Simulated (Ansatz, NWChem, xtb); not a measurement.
**Loss of C2H6: C4H6 → C2 + C2H6**

Gas-phase species: C4H6 (1,3-butadiene) `C=CC=C`, singlet; C2, singlet; C2H6 (ethane) `CC`, singlet. This is a balance of energies; it says nothing on the path, which may need atoms to shift.

Shapes, held fixed at every level: PBE0-D4/def2-TZVP. Flexible molecules stand in one conformer, not always the lowest. Programs: Ansatz 0.2.0, NWChem 7.3.0, xtb 6.7.1. Electronic energies: no zero-point or thermal term.

| level | kind | ΔE (kJ/mol) |
| --- | --- | --- |
| GFN0-xTB | semi-empirical | +249.7 |
| HF/STO-3G | Hartree–Fock | +763.0 |
| HF/3-21G | Hartree–Fock | +816.2 |
| HF/def2-SVP | Hartree–Fock | +854.5 |
| B3LYP/6-31G* (spherical functions) | global hybrid | +735.3 |
| PBE0/def2-SVP | global hybrid | +792.2 |

PBE0/def2-SVP gives ΔE = +792.2 kJ/mol; the levels span +249.7 to +854.5. GFN0-xTB strays far from the other rows. The median of the levels is +777.6. No measured value is set beside it here. PBE0/def2-SVP lies outside the range of the other correlated levels here, so it shouldn't be taken on trust. Rows in sets without polarisation functions are far from converged.
